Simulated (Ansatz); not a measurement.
# HS− (triplet): from Hartree-Fock to the top rungs, aug-cc-pVDZ

Aim: climb from Hartree-Fock through coupled cluster and multireference methods for HS− (triplet) at one geometry and basis, and see what each rung misses.

Method: aug-cc-pVDZ, core rule «outside noble gas», up to 5 orbitals frozen; program: Ansatz 0.2.0, Gaussian basis.

To be run: UHF; CCSD(T) on ROHF; CCSD(T) on UHF; BCCD(T) on ROHF; CISD; CCSDT(Q) on ROHF; CCSDT(Q) on UHF; CASSCF and MRCISD+Q, 8 electrons in 5 orbitals; CASSCF and NEVPT4(SD), 8 electrons in 5 orbitals; CASSCF and NEVPT2, 8 electrons in 5 orbitals.

16 further runs of the same task are left out: 7 that didn't finish, 9 set aside as unsound or not needed.

## Step 1: The system

The geometry is a PBE0/def2-TZVPD stationary point (not a proven minimum).

2 atoms, charge -1, spin multiplicity 3.

Atoms are counted from 1 here; the program's logs count them from 0.

No contacts short enough for the rule that draws bonds.

## Step 2: UHF

in.yaml

```yaml
crystal:
  periodic: [false, false, false]
  atoms:
    - {symbol: S, position_ang: [0.000000, 0.000000, 0.000000]}
    - {symbol: H, position_ang: [0.000000, 0.000000, 1.948400]}
basis:
  gaussian: {orbitals: aug-cc-pVDZ}
total_charge: -1
magnetization: {spin_polarized: true, initial_magnetization: 2}
hamiltonian: {xc: hf}
output: {orbitals: {seedname: orbitals}}
```

Started as:

```
ansatz run in.yaml --threads 1 --pin off --events-out ev --progress --plain --max-ram 2393MiB
```

Further steps of the session: CCSD(T) on ROHF; CCSD(T) on UHF; BCCD(T) on ROHF; CISD; CCSDT(Q) on ROHF; CCSDT(Q) on UHF; CASSCF and MRCISD+Q, 8 electrons in 5 orbitals; CASSCF and NEVPT4(SD), 8 electrons in 5 orbitals; CASSCF and NEVPT2, 8 electrons in 5 orbitals.

Q: Predict the results of all the runs planned. Wanted: UCCSDT(Q) below the RHF energy; RMP2 from UCCSDT(Q); UMP2 from UCCSDT(Q); RCCSD from UCCSDT(Q); RCCSD(T) from UCCSDT(Q); UCCSD(T) from UCCSDT(Q); RCCSDT(Q) from UCCSDT(Q); NEVPT2 valence from UCCSDT(Q); NEVPT4(SD) valence from UCCSDT(Q).

The runs gave:

| quantity | value |
| --- | --- |
| UCCSDT(Q) below the RHF energy | -4.6438 eV |
| RMP2 from UCCSDT(Q) | +17.82 kcal/mol |
| UMP2 from UCCSDT(Q) | +18.73 kcal/mol |
| RCCSD from UCCSDT(Q) | +4.12 kcal/mol |
| RCCSD(T) from UCCSDT(Q) | +0.81 kcal/mol |
| UCCSD(T) from UCCSDT(Q) | +0.82 kcal/mol |
| RCCSDT(Q) from UCCSDT(Q) | +0.02 kcal/mol |
| NEVPT2 valence from UCCSDT(Q) | +28.16 kcal/mol |
| NEVPT4(SD) valence from UCCSDT(Q) | +3.87 kcal/mol |
| MRCISD+Q valence from UCCSDT(Q) | +1.39 kcal/mol |
| levels within 1 kcal/mol (43 meV) | RCCSD(T), UCCSD(T), BCCD(T), RCCSDT, UCCSDT, RCCSDT(Q) |
| T1 diagnostic | 0.033 |
| effectively unpaired electrons | 2.00 |

In words: RCCSD(T) lands +0.81 kcal/mol from the yardstick (0.8 % of the correlation energy). One determinant dominates. Of the multireference levels listed MRCISD+Q valence comes nearest in total energy (+1.39 kcal/mol), which doesn't show that its space is the better one. These misses are within one basis, not against nature; the frozen cores of restricted and unrestricted runs differ, which can shift their rows.
